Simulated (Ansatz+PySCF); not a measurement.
A calculation with Ansatz (development build ahead of 0.2.0).

```yaml
crystal:
  periodic: [false, false, false]
  atoms:
    - { symbol: O, position_ang: [0.0, 0.0, -0.17359] }
    - { symbol: H, position_ang: [0.0, 0.0, 1.3887] }
basis:
  gaussian: { orbitals: "6-31G" }
magnetization:
  spin_polarized: true
  initial_magnetization: 1
hamiltonian:
  xc: hf
correlation:
  method: mp2
  frozen_orbitals: { H: 0, O: 1 }
scf:
  omitted_lower_state_checks: [stability, starts, atomic_configurations, cluster_reference, orbital_swaps, given_window_search, neighbouring_geometries, increment]
```

The input is written out in the form of the current development build from the run's settings.

The run gave:

* Converged: yes
* Reference energy: -75.28793 hartree
* Correlation energy: -0.06415 hartree
* Total energy: -75.35207 hartree
* Spin squared of the determinant: 1.390
* Occupied orbitals by symmetry in an Abelian subgroup (alpha; beta): 3 A1 1 B1 1 B2; 3 A1 1 B1

Caution: large amplitudes, a single reference is doubtful; the unrestricted determinant is spin contaminated; another reference gives a lower total.
